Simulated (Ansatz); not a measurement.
Mulliken charges of C3H5NS, SMILES `C1=NCCS1` from PBE/def2-TZVPP in Ansatz (PBE0-D4/def2-TZVP geometry).

```tsv
atom	x (Å)	y (Å)	z (Å)	charge (e)
C1	-1.496	0.395	-0.274	-0.029
N2	-1.160	-0.675	0.303	-0.181
C3	0.281	-0.860	0.280	-0.024
C4	0.985	0.473	-0.007	-0.134
S5	-0.246	1.467	-0.893	-0.094
H6	-2.535	0.680	-0.418	0.100
H7	0.504	-1.596	-0.502	0.073
H8	0.616	-1.285	1.228	0.082
H9	1.875	0.353	-0.623	0.103
H10	1.258	0.997	0.911	0.104
```

Q: By hand: the dipole of these point charges (1 e Å = 4.8032 D).

A: Σ q r = (0.295, -0.084, 0.084) e Å, of length 0.318 e Å = 1.53 D.

Q: How does the dipole of the full density compare? (Best estimate.)

A: Ansatz gave: (0.303, 0.033, 0.012) e Å, 1.47 D; the point charges give 1.04 times that, at 25° from its direction.

Point charges leave out the atoms' own dipoles, such as those of lone pairs, and Mulliken's split depends on the basis, so the two needn't agree.
